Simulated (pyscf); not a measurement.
Thermochemistry of product channels of H₃C–SiH₃ + Cl• on the doublet surface, in kcal/mol, from ωB97M-D3(BJ)/def2-TZVP energies (ideal gas, 1 atm, RRHO with modes under 100 cm⁻¹ raised to 100, one conformer, R ln 2 for rigid chiral ones). PySCF, gas phase, ωB97X-D3(BJ)/def2-SVP geometries.

```
products             ΔE  ΔH(298 K)  ΔG(600 K)  ΔG(1200 K)
----------------  -----  ---------  ---------  ----------
CH₄ + •H₂Si–Cl    -33.4      -32.9      -37.6       -40.8
CH₃• + H₃Si–Cl    -17.7      -20.4      -25.0       -29.2
H₃C–SiH•–Cl + H₂  -28.0      -30.2      -33.3       -37.0
```

These are energies of the channels, which say nothing of barriers. Left out: orbital degeneracy and the spin-orbit lowering of Cl.
